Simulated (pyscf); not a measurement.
Optimised with ωB97X-D3(BJ)/def2-SVP in PySCF. MP2 and CC: frozen core, UHF for open shells. ΔMP2 is the change of the MP2 total energy from the triple- to the quadruple-zeta basis.

Question: F–SiH₂• (SMILES F[SiH2]) + NH₃ (SMILES N) → F–SiH₃ (SMILES F[SiH3]) + NH₂• (SMILES [NH2])
Surface: doublet. Broken: H–N. Formed: H–Si. Give ΔE‡ and ΔE from CCSD(T)/def2-TZVPP + ΔMP2(QZVPP), relative to the separated reactants.

Answer: ΔE‡ = 22.5 kcal/mol, ΔE = +15.6 kcal/mol. Zero-point energy shifts the barrier by -2.7 kcal/mol. It is a hydrogen abstraction, with an imaginary mode of 1076i cm⁻¹. This is the saddle that the search found; another between the same sides may lie lower. The angle at the transferred H is 154°. The CCSD(T) − MP2 part came from Ansatz, without density fitting, on the same reference.
